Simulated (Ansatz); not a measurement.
# C₄H₃Cl: basis-set convergence

Aim: see how fast density functionals converge with the basis set for C₄H₃Cl.

Method: one geometry, several basis sets; program: Ansatz 0.2.0, Gaussian basis.

Plan: PBE0-D4/def2-SVP; ωB97M-V/def2-SVP; PBE0-D4/def2-QZVPP; ωB97M-V/def2-QZVPP; the functionals' def2-TZVPP values are taken from earlier runs.

## Step 1: The geometry

An earlier PBE0-D4 in a triple-zeta def2 set relaxation fixed the geometry.

8 atoms, charge 0, spin multiplicity 1.

Atoms are counted from 1 here; the program's logs count them from 0.

Bond lengths: C1–C2 1.323 Å, C1–H6 1.082 Å, C1–H7 1.082 Å, C2–C3 1.449 Å, C2–C4 1.424 Å, C3–C4 1.311 Å, C3–H8 1.077 Å, C4–Cl5 1.672 Å. Angles: C2–C1–H6 120.9°, C2–C1–H7 120.5°, H6–C1–H7 118.6°, C1–C2–C3 152.4°, C1–C2–C4 153.2°, C3–C2–C4 54.3°, C2–C3–C4 61.9°, C2–C3–H8 148.6°, C4–C3–H8 149.5°, C2–C4–C3 63.8°, C2–C4–Cl5 148.3°, C3–C4–Cl5 147.9°.

## Step 2: PBE0-D4 in def2-SVP

Contents of in.yaml:

```yaml
crystal:
  periodic: [false, false, false]
  atoms:
    - {symbol: C, position_ang: [0.041345, 1.499761, 0.020843]}
    - {symbol: C, position_ang: [-0.032373, 0.179708, -0.015350]}
    - {symbol: C, position_ang: [-0.753505, -1.061445, -0.210405]}
    - {symbol: C, position_ang: [0.518045, -1.128596, 0.102969]}
    - {symbol: Cl, position_ang: [1.850269, -2.089004, 0.419224]}
    - {symbol: H, position_ang: [-0.827397, 2.110374, -0.185455]}
    - {symbol: H, position_ang: [0.974905, 1.991860, 0.258296]}
    - {symbol: H, position_ang: [-1.679190, -1.559857, -0.445922]}
basis:
  gaussian: {orbitals: def2-SVP}
hamiltonian: {xc: pbe0, dispersion: d4}
output: {orbitals: {seedname: orbitals}}
```

Launch:

```bash
ansatz run in.yaml --threads 2 --pin off --events-out ev --progress --plain --max-ram 4352MiB
```

The runs that follow: ωB97M-V in def2-SVP; PBE0-D4 in def2-QZVPP; ωB97M-V in def2-QZVPP.

Before running them: what should the planned runs give, taken together? Wanted: PBE0-D4: double and triple zeta above quadruple; ωB97M-V: double and triple zeta above quadruple.

As calculated:

```
                                       quantity          value
PBE0-D4: double and triple zeta above quadruple  9.47, 0.59 eV
ωB97M-V: double and triple zeta above quadruple  9.57, 0.55 eV
```

What this shows: PBE0-D4 gains 8.88 eV from double to triple zeta, then 0.59 eV more. These are total energies; as a rule much of such shifts cancels in differences, which this series doesn't test.
